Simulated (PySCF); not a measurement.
Atomic charges by several schemes

Species: CS₂.
SMILES with atom numbers: `[S:1]=[C:2]=[S:3]`

Structure used (PBE0-D3(BJ)/def2-TZVP), in Å, numbered top down from 1:
```xyz
3
CS2 angstrom
S     -1.4439    0.3868    0.0026
C      0.0702    0.0619   -0.0084
S      1.5842   -0.2619   -0.0193
```

Density: PBE0/pcSseg-2 (PySCF); schemes: Mulliken, IAO, Hirshfeld and ESP-fitted. Isolated species at its PBE0-D3(BJ)/def2-TZVP geometry, gas phase.

What partial charge does each atom carry?

In e; atoms taken as equivalent share a row and are averaged (×n: the atom named and its like, n in all):

| atom | environment | Mulliken | IAO | Hirshfeld | ESP-fitted |
| --- | --- | --- | --- | --- | --- |
| S1/S3 | sulfur bonded to C | -0.020 | +0.130 | +0.004 | +0.059 |
| C2 | central carbon of cumulated double bonds | +0.040 | -0.260 | -0.008 | -0.118 |

Mean size of the charges over all atoms: IAO 0.174 e, ESP-fitted 0.079 e, Mulliken 0.027 e, Hirshfeld 0.005 e. Each set sums to the total charge, 0, to within 0.001 e. The Hirshfeld scheme weights the molecular density at each point by an atom's share of the summed free-atom densities. The IAO scheme projects the occupied orbitals on a minimal set of polarised atomic orbitals and counts the electrons in each atom's part of it.

Lowest charge. The schemes don't all agree: Mulliken S1/S3 (-0.020); IAO C2 (-0.260); Hirshfeld C2 (-0.008); ESP-fitted C2 (-0.118).

Highest charge. The schemes don't all agree: Mulliken C2 (+0.040); IAO S1/S3 (+0.130); Hirshfeld S1/S3 (+0.004); ESP-fitted S1/S3 (+0.059).

How many electrons does the Mulliken scheme count on S3?

Its own charge is -0.020 e, so Z − q = 16.020.

Sum the charges by element, for elements with more than one atom.

| element | atoms | Mulliken | IAO | Hirshfeld | ESP-fitted |
| --- | --- | --- | --- | --- | --- |
| S | 2 | -0.040 | +0.260 | +0.008 | +0.118 |
